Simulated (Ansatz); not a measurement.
CF (`[C]F`) radical, relaxed with UKS PBE-D4/def2-SVP in Ansatz 0.2.0 from a rough embedded geometry. The force threshold is 0.03 eV/Å; the program also tests the step.

Total charge 0; spin multiplicity 2.

Start:

```xyz
2

C    -0.004    0.435   -0.466
F     0.004   -0.435    0.466
```

```csv
step,energy (eV),largest force (eV/Å),largest move (Å)
1,-3742.3314,0.401,0.000
2,-3742.3327,0.177,0.002
3,-3742.3331,0.004,0.002
```

End:

```xyz
2

C    -0.004    0.438   -0.469
F     0.004   -0.438    0.469
```

Hardware: 2 threads of an AMD EPYC 7R13 on a shared host. Wall time 1 s, peak host memory 0.12 GiB.
